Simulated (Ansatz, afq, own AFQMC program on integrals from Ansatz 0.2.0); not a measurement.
**CH3Al, singlet: AFQMC among the cluster methods**

```
atom    x (Å)    y (Å)    z (Å)
  Al  -0.7408   0.0064   0.0050
   C   1.2474  -0.0108  -0.0084
   H   1.6463  -1.0338  -0.0061
   H   1.6655   0.4997   0.8692
   H   1.6535   0.4910  -0.8966
```

Connectivity, by distances: Al–CH3.

Basis cc-pVDZ. Only valence electrons are correlated. AFQMC by an in-house program on the Cholesky factors that Ansatz 0.2.0 writes for its CCSD(T) run. ph-AFQMC/CISD is guided by a CISD state made of CCSD amplitudes; releasing the constraint for a short imaginary time cuts its bias at the price of noise, slowly where states lie close. Free projection: walkers drawn from exp(T), propagated without any constraint. Its projection time is finite, and what remains of the start isn't in its error. Error bars are statistical, one sigma.

Determinant: UHF, the one that the program's search chose, which needn't be the lowest solution. The geometry is a PBE0/def2-TZVP stationary point of this or a neighbouring charge and spin state.

No full CI on the walks' own integrals is used here; CCSDT(Q) serves as the reference and is uncertain by about the last step of the cluster series.

Cautions: the determinant is a saddle point among determinants of its kind.

The T1 diagnostic is 0.0108, the weight of the determinant in the CISD state is 0.870 and the ⟨S²⟩ of the determinant is 0.000. The size of the correlated space is 10 electrons in 41 orbitals.

Reference: CCSDT(Q), correlation energy -6.449 eV. The released energy is read at 2.40 1/Eh (meV from the phaseless value at times in 1/Eh: -5 ± 15 at 0.24, -7 ± 12 at 0.51, -2 ± 12 at 0.99, -6 ± 12 at 1.62, -20 ± 17 at 2.40).

| level | E − E(reference) (meV) | share of correlation (%) |
| --- | --- | --- |
| HF | 6448.6 | 0.00 |
| MP2 | 1081.8 | 83.22 |
| CCSD | 190.5 | 97.05 |
| CCSD(T) | 27.8 | 99.57 |
| CCSDT | 9.8 | 99.85 |
| ph-AFQMC/CISD | 7.3 ± 12.6 | 99.89 |
| released AFQMC | -13.1 ± 17.1 | 100.20 |
| free AFQMC | 5.5 ± 14.1 | 99.91 |

Free projections are given only where their last times agree within the noise and don't stop above the reference; a slow remainder of the start can still hide under it. A walk keeps the symmetry of its determinant, which the program's search chose and which needn't be the lowest solution, so a lower state of the same spin and another symmetry isn't excluded. Released energies are given only where the last usable release times agree within the noise; a slower fall can still hide under it.
